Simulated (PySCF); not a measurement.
Planning a geometry optimisation on `FC=C=CF`.

Method: PBE0-D3(BJ)/def2-TZVP geometry optimisation, gas phase (PySCF 2.14.0). Work: geometry optimisation from a GFN2-xTB start, density fitting. A driver script takes a list of jobs; this job's settings line and coordinates (Å) are shown.

Input:
```
{"job": {"xc": "PBE0", "basis": "def2-TZVP", "d3": "d3bj", "grid": 2, "kind": "geom"}, "charge": 0, "multiplicity": 1}
F      2.184467    -0.649458    -0.344449
C      1.271360     0.172669     0.194670
C     -0.002653     0.042624    -0.010888
C     -1.276551    -0.087649    -0.216738
F     -2.075603    -0.805220     0.587472
H      1.727950     0.954438     0.788180
H     -1.825636     0.377499    -1.025326
```

Hardware: Intel Xeon 6975P-C, one thread (shared host). PySCF's memory limit was set to 1600 MB.

Q: How large is the basis?

A: 167 functions.

Question: Which is nearest to the wall time?
A. 25 s
B. 25 min
C. 3.3 min

Answer: A. The run took 25 s. The run took 6 energy-and-gradient evaluations and 44 SCF cycles, 4.2 s an evaluation on average.

Q: How much memory does it need at the peak?

A: About 0.68 GiB. Peak memory is the resident size of the whole Python process, interpreter and libraries included.

Other jobs ran on the host; a repeat could differ by tens of per cent or more.

The run converged: final energy -314.92155 Eh after 5 steps; dipole 1.68 D.
